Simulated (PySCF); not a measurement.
This PySCF input (PBE/3-21G) gives -915.51965 Eh with 26 basis functions.

```python
import numpy as np, basis_set_exchange as bse
from pyscf import gto, scf, dft, df

basis = {'Cl': gto.basis.parse(bse.get_basis('3-21G', elements=['Cl'], fmt='nwchem'))}
mol = gto.M(
    atom='''
    Cl   -0.00000000   -0.00000000   -1.00677069
    Cl    0.00000000    0.00000000    1.00677069
    ''',
    basis=basis,
    charge=0,
    verbose=4,
    max_memory=1839,
)
mf = dft.RKS(mol, xc='pbe')
mf.grids.level = 3
mf = mf.density_fit(auxbasis=df.autoaux(mol))
mf.conv_tol = 1e-9
mf.max_cycle = 100
print('smallest overlap eigenvalue', np.linalg.eigvalsh(mol.intor('int1e_ovlp'))[0])
mf.kernel()
dip = mf.dip_moment()
```

Change:
```diff
- basis = {'Cl': gto.basis.parse(bse.get_basis('3-21G', elements=['Cl'], fmt='nwchem'))}
+ basis = {'Cl': gto.basis.parse(bse.get_basis('def2-SVP', elements=['Cl'], fmt='nwchem'))}
```

Q: What does the run give now?

A: -919.69021 Eh (PBE/def2-SVP, 36 functions), a change of -4170.56 mEh.
